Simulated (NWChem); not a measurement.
System: sulfur dioxide (SO2); SMILES S(=O)=O

Output (shortened):

```
             Northwest Computational Chemistry Package (NWChem) 7.3.0
             --------------------------------------------------------

 C2V symmetry detected

                             Geometry "geometry" -> ""
                             -------------------------

 Output coordinates in angstroms (scale by  1.889725989 to convert to a.u.)

  No.       Tag          Charge          X              Y              Z
 ---- ---------------- ---------- -------------- -------------- --------------
    1 O                    8.0000     1.25038100     0.00000000     0.37134150
    2 S                   16.0000     0.00000000     0.00000000    -0.37134150
    3 O                    8.0000    -1.25038100     0.00000000     0.37134150

 Effective nuclear repulsion energy (a.u.)     106.6927956085

      Symmetry information
      --------------------

 Group name             C2v
 Group number             16
 Group order               4
 No. of unique centers     2

                                 NWChem DFT Module
                                 -----------------

 Summary of "ao basis" -> "ao basis" (spherical)
 ------------------------------------------------------------------------------
       Tag                 Description            Shells   Functions and Types
 ---------------- ------------------------------  ------  ---------------------
 O                         6-311++g**               10       22   5s4p1d
 S                         6-311++g**               14       30   7s6p1d

      Symmetry analysis of basis
      --------------------------

        a1         31
        a2          7
        b1         23
        b2         13

            General Information
            -------------------
          SCF calculation type: DFT
          Wavefunction type:  closed shell.
          No. of atoms     :     3
          No. of electrons :    32
           Alpha electrons :    16
            Beta electrons :    16
          Charge           :     0
          Spin multiplicity:     1
          Use of symmetry is: on ; symmetry adaption is: on
          Maximum number of iterations: 150
          AO basis - number of functions:    74
                     number of shells:    34
          Convergence on energy requested:  1.00D-06
          Convergence on density requested:  1.00D-05
          Convergence on gradient requested:  5.00D-04

              XC Information
              --------------
                         B3LYP Method XC Potential
                     Hartree-Fock (Exact) Exchange  0.200
                        Slater Exchange Functional  0.800 local
                    Becke 1988 Exchange Functional  0.720 non-local
              Lee-Yang-Parr Correlation Functional  0.810
                  VWN I RPA Correlation Functional  0.190 local

             Grid Information
             ----------------
          Grid used for XC integration:  medium
          Radial quadrature: Mura-Knowles
          Angular quadrature: Lebedev.
          Tag              B.-S. Rad. Rad. Pts. Rad. Cut. Ang. Pts.
          ---              ---------- --------- --------- ---------
          O                   0.60       49          10.0       434
          S                   1.00       88           8.0       590
          Grid pruning is: on
          Number of quadrature shells:   137
          Spatial weights used:  Erf1

      Superposition of Atomic Density Guess
      -------------------------------------

 Sum of atomic energies:        -547.03582244

      Non-variational initial energy
      ------------------------------

 Total energy =    -547.858783
 1-e energy   =    -967.872724
 2-e energy   =     313.321145
 HOMO         =      -0.337114
 LUMO         =      -0.118721

      Symmetry analysis of molecular orbitals - initial
      -------------------------------------------------

  Numbering of irreducible representations:

     1 a1          2 a2          3 b1          4 b2

  Orbital symmetries:

     1 a1          2 b1          3 a1          4 a1          5 b1
     6 a1          7 b2          8 a1          9 b1         10 a1
    11 b1         12 b2         13 a1         14 a2         15 b1
    16 a1         17 b2         18 a1         19 b1         20 a1
    21 b2         22 a1         23 b1         24 b1         25 a1
    26 a2

     ---------------------------------------------
      Total Density - Mulliken Population Analysis
     ---------------------------------------------

    Atom       Charge   Shell Charges
 -----------   ------   -------------------------------------------------------
    1 O    8     8.66   1.08  0.91  0.97  1.06  2.21  0.84  1.64 -0.11  0.04  0.01
    2 S   16    14.68   0.77  1.19  0.95  1.04  1.03  0.90  1.82  4.07  0.75  1.52  0.29  0.08  0.01  0.25
    3 O    8     8.66   1.08  0.91  0.97  1.06  2.21  0.84  1.64 -0.11  0.04  0.01

   convergence    iter        energy       DeltaE   RMS-Dens  Diis-err
 ---------------- ----- ----------------- --------- --------- ---------
 d= 0,ls=0.0,diis     1   -548.5183215002 -6.55D+02  2.51D-02  1.87D+00
 d= 0,ls=0.0,diis     2   -548.2354966712  2.83D-01  1.78D-02  4.53D+00
 d= 0,ls=0.0,diis     3   -548.6500655046 -4.15D-01  2.88D-03  1.79D-01
 d= 0,ls=0.0,diis     4   -548.6639410775 -1.39D-02  8.82D-04  1.03D-02
 d= 0,ls=0.0,diis     5   -548.6648463266 -9.05D-04  7.68D-05  1.33D-04
  Resetting Diis
 d= 0,ls=0.0,diis     6   -548.6648549065 -8.58D-06  1.62D-05  2.08D-06
 d= 0,ls=0.0,diis     7   -548.6648551241 -2.18D-07  6.98D-06  7.70D-08

         Total DFT energy =     -548.664855124136
      One electron energy =     -967.367456739768
           Coulomb energy =      354.889234300357
    Exchange-Corr. energy =      -42.879428293255
 Nuclear repulsion energy =      106.692795608529

 Numeric. integr. density =       31.999998046105

                  Occupations of the irreducible representations
                  ----------------------------------------------

                     irrep           alpha         beta
                     --------     --------     --------
                     a1                8.0          8.0
                     a2                1.0          1.0
                     b1                5.0          5.0
                     b2                2.0          2.0

                       DFT Final Molecular Orbital Analysis
                       ------------------------------------

 Vector   14  Occ=2.000000D+00  E=-3.851953D-01  Symmetry=a2
              MO Center= -4.3D-15, -1.5D-15,  3.3D-01, r^2= 2.1D+00
   Bfn.  Coefficient  Atom+Function         Bfn.  Coefficient  Atom+Function
  ----- ------------  ---------------      ----- ------------  ---------------
     8      0.307622  1 O  py                60     -0.307622  3 O  py
    12      0.298482  1 O  py                64     -0.298482  3 O  py
     4      0.209535  1 O  py                56     -0.209535  3 O  py
    48      0.127989  2 S  d -2              16      0.048716  1 O  py
    68     -0.048716  3 O  py

 Vector   15  Occ=2.000000D+00  E=-3.714049D-01  Symmetry=b1
              MO Center=  7.1D-15,  1.1D-15,  2.6D-01, r^2= 2.3D+00
   Bfn.  Coefficient  Atom+Function         Bfn.  Coefficient  Atom+Function
  ----- ------------  ---------------      ----- ------------  ---------------
     7      0.233055  1 O  px                59      0.233055  3 O  px
    11      0.220864  1 O  px                63      0.220864  3 O  px
     9     -0.214067  1 O  pz                61      0.214067  3 O  pz
    13     -0.202526  1 O  pz                65      0.202526  3 O  pz
    41      0.193922  2 S  px                 3      0.159683  1 O  px

 Vector   16  Occ=2.000000D+00  E=-3.478131D-01  Symmetry=a1
              MO Center= -1.9D-15,  3.7D-15,  5.2D-02, r^2= 2.2D+00
   Bfn.  Coefficient  Atom+Function         Bfn.  Coefficient  Atom+Function
  ----- ------------  ---------------      ----- ------------  ---------------
    28      0.505179  2 S  s                  9      0.275751  1 O  pz
    61      0.275751  3 O  pz                13      0.268973  1 O  pz
    65      0.268973  3 O  pz                40     -0.190009  2 S  pz
     5      0.188503  1 O  pz                57      0.188503  3 O  pz
    27      0.150307  2 S  s                 37     -0.150665  2 S  pz

 Vector   17  Occ=0.000000D+00  E=-1.498867D-01  Symmetry=b2
              MO Center=  6.6D-15, -4.4D-13, -1.2D-01, r^2= 2.1D+00
   Bfn.  Coefficient  Atom+Function         Bfn.  Coefficient  Atom+Function
  ----- ------------  ---------------      ----- ------------  ---------------
    39      0.529889  2 S  py                42      0.501529  2 S  py
    12     -0.274491  1 O  py                64     -0.274491  3 O  py
     8     -0.246416  1 O  py                60     -0.246416  3 O  py
    36      0.239069  2 S  py                 4     -0.167477  1 O  py
    56     -0.167477  3 O  py                16     -0.163086  1 O  py

 Vector   18  Occ=0.000000D+00  E=-2.434669D-03  Symmetry=a1
              MO Center=  1.6D-15,  1.7D-13,  4.3D-02, r^2= 7.3D+00
   Bfn.  Coefficient  Atom+Function         Bfn.  Coefficient  Atom+Function
  ----- ------------  ---------------      ----- ------------  ---------------
    44      2.214489  2 S  s                 14     -1.113620  1 O  s
    66     -1.113620  3 O  s                 43      1.048829  2 S  pz
    28      0.771568  2 S  s                 40      0.383150  2 S  pz
    15      0.295511  1 O  px                67     -0.295511  3 O  px
    10     -0.272103  1 O  s                 62     -0.272103  3 O  s

 Vector   19  Occ=0.000000D+00  E= 1.794797D-02  Symmetry=a1
              MO Center=  6.3D-16,  2.1D-13, -1.8D+00, r^2= 6.6D+00
   Bfn.  Coefficient  Atom+Function         Bfn.  Coefficient  Atom+Function
  ----- ------------  ---------------      ----- ------------  ---------------
    47      1.079240  2 S  pz                44     -0.674287  2 S  s
    28      0.638939  2 S  s                 27      0.260600  2 S  s
    10     -0.219693  1 O  s                 62     -0.219693  3 O  s
    17     -0.199862  1 O  pz                69     -0.199862  3 O  pz
    11      0.174706  1 O  px                63     -0.174706  3 O  px

     ---------------------------------------------
      Total Density - Mulliken Population Analysis
     ---------------------------------------------

    Atom       Charge   Shell Charges
 -----------   ------   -------------------------------------------------------
    1 O    8     8.29   1.08  0.91  0.95  1.05  2.00  0.86  1.45 -0.08  0.04  0.02
    2 S   16    15.42   0.77  1.19  0.93  1.05  1.16  0.85  1.86  4.02  1.01  1.81  0.25  0.09  0.01  0.40
    3 O    8     8.29   1.08  0.91  0.95  1.05  2.00  0.86  1.45 -0.08  0.04  0.02

     -------------------------------------------
      Total Density - Lowdin Population Analysis
     -------------------------------------------

    Atom       Charge   Shell Charges
 -----------   ------   -------------------------------------------------------
    1 O    8     8.59   1.03  0.95  0.95  0.95  1.99  0.66  1.52  0.17  0.34  0.03
    2 S   16    14.83   0.90  1.09  0.96  1.02  0.78  0.47  2.09  3.61  1.18  1.66  0.39  0.13  0.08  0.49
    3 O    8     8.59   1.03  0.95  0.95  0.95  1.99  0.66  1.52  0.17  0.34  0.03

     Multipole analysis of the density
     ---------------------------------

     L   x y z        total         alpha         beta         nuclear
     -   - - -        -----         -----         ----         -------
     0   0 0 0     -0.000000    -16.000000    -16.000000     32.000000

     1   1 0 0      0.000000      0.000000      0.000000      0.000000
     1   0 1 0     -0.000000     -0.000000     -0.000000      0.000000
     1   0 0 1     -0.795995     -0.397997     -0.397997      0.000000

     2   2 0 0    -20.927932    -55.129486    -55.129486     89.331039
     2   1 1 0     -0.000000     -0.000000     -0.000000      0.000000
     2   1 0 1     -0.000000     -0.000000     -0.000000      0.000000
     2   0 2 0    -15.636388     -7.818194     -7.818194      0.000000
     2   0 1 1     -0.000000     -0.000000     -0.000000      0.000000
     2   0 0 2    -17.278491    -16.518128    -16.518128     15.757765
```

Level: B3LYP/6-311++G** (spherical d). The geometry was optimised at PBE0/def2-SVP. B3LYP is NWChem's, with the RPA form of VWN correlation.

Question: Which NWChem input produces such a log?

Answer: One answer among several that fit: the input that was run:
```
start job
memory heap 200 mb stack 900 mb global 1100 mb
geometry units angstroms noautoz
  O      1.250381     0.000000     0.373591
  S      0.000000     0.000000    -0.369092
  O     -1.250381     0.000000     0.373591
end
basis spherical
  * library 6-311++g**
end
dft
  xc b3lyp
  iterations 150
  mulliken
end
task dft energy
```
